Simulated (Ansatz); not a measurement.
Geometry optimisation, UKS B3LYP-D4/def2-SVP (Ansatz 0.2.0).

input.yaml

```yaml
crystal:
  periodic: [false, false, false]
  atoms:
    - { symbol: H, position_ang: [1.620557, 1.330774, -0.230278] }
    - { symbol: C, position_ang: [-0.330006, 0.015992, -0.730389] }
    - { symbol: C, position_ang: [-1.07371, -0.209367, -1.667345] }
    - { symbol: Si, position_ang: [0.844974, 0.434451, 0.580936] }
    - { symbol: H, position_ang: [-1.724677, -0.401853, -2.500605] }
    - { symbol: H, position_ang: [0.19458, 1.112784, 1.733278] }
    - { symbol: H, position_ang: [-1.154361, -1.538121, 1.768394] }
    - { symbol: H, position_ang: [1.622642, -0.74456, 1.046009] }
magnetization:
  spin_polarized: true
  initial_magnetization: 1
basis:
  gaussian: { orbitals: def2-SVP }
hamiltonian:
  xc: b3lyp
  dispersion: d4
relax:
  f_tol: 0.03
  max_steps: 50
```

Command:

```bash
$ ansatz run input.yaml --threads 2 --pin off --max-ram 3072MiB --backend cpu --events-out ev --progress --plain --runs-dir out
```

Q: Where does it end, and by what steps?

A: The run converged. After 5 steps the energy has fallen by 0.180 eV; H1 moved furthest, 0.35 Å.

```
step  energy less start (eV)  largest force component (eV/Å)  accepted
   0                  0.0000                           1.105       yes
   1                 -0.1587                           0.142       yes
   2                 -0.1727                           0.119       yes
   3                 -0.1792                           0.118       yes
   4                 -0.1803                           0.077       yes
   5                 -0.1804                           0.005       yes
```

```xyz
8
Properties=species:S:1:pos:R:3
H 1.881 1.461 -0.043
C -0.323 0.031 -0.755
C -1.133 -0.275 -1.610
Si 0.902 0.497 0.532
H -1.849 -0.547 -2.365
H 0.201 1.131 1.683
H -1.305 -1.577 1.559
H 1.624 -0.720 0.999
```

Whether the end is a true minimum wasn't checked by a vibrational analysis.

Time of the run: 16 s on 2 threads of Intel(R) Xeon(R) Platinum 8259CL CPU @ 2.50GHz (Skylake/Cascade Lake) (shared host), peak memory 0.19 GiB.
